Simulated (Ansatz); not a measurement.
This Ansatz (a program for electronic structure) input (PBE/def2-TZVPP) gives -55.83078 Eh with 59 basis functions. A basis named .json is the Basis Set Exchange file of that set (core-valence sets with the plain set on hydrogen).

Ansatz 0.2 input:
```yaml
crystal:
  periodic: [false, false, false]
  atoms:
    - {symbol: N, position_ang: [0.00456047, 0.00186225, 0.14178543]}
    - {symbol: H, position_ang: [-0.02755881, 0.79955398, -0.50646319]}
    - {symbol: H, position_ang: [-0.00436445, -0.81258975, -0.48603483]}
basis:
  gaussian:
    orbitals: def2-TZVPP
    fitting: {mean_field: def2-SV_P_-JKFIT.json}
hamiltonian:
  xc: {name: PBE}
magnetization: {spin_polarized: true, initial_magnetization: 1}
```

Change:
```diff
- fitting: {mean_field: def2-SV_P_-JKFIT.json}
+ final_grid: {core_spheres: 26, valence_spheres: 22, degree: 59}
```

Problem. What does the run give now?

Solution. -55.83074 Eh (PBE/def2-TZVPP, 59 functions), a change of +0.04 mEh.
